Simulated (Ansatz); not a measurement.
Molecule: C4H5, charge 0, multiplicity 2. It need not be the lowest isomer of its formula. 
Coordinates optimised at B3LYP-D3(BJ)/def2-TZVP (Ansatz, a quantum-chemistry and plane-wave program):
```xyz
9

C     -0.0105     1.1649     0.2808
C      0.0034    -1.0856     0.3584
C      0.7812     0.0534    -0.2214
C     -0.7771     0.0433    -0.2375
H     -0.0127     2.1640    -0.1347
H     -0.0071    -1.1963     1.4393
H      0.0151    -2.0215    -0.1909
H      1.4306     0.0079    -1.0831
H     -1.4079    -0.0105    -1.1124
```
Charge 0, spin multiplicity 2.

Basis-set convergence of Hartree-Fock and MP2 correlation energies (hartree) with Ansatz. Valence correlation only, unless marked. Open shells are spin-unrestricted. Spin-orbit coupling is left out. Non-relativistic.

| basis | functions | E(HF) | E(corr, MP2) |
|---|---|---|---|
| cc-pVDZ | 81 | -154.24890 | -0.52155 |
| cc-pVTZ | 190 | (withheld) | (withheld) |

**Question.** Complete the blanks.

**Answer.** 
- cc-pVTZ, E(HF): -154.28896
- cc-pVTZ, E(corr, MP2): -0.63536
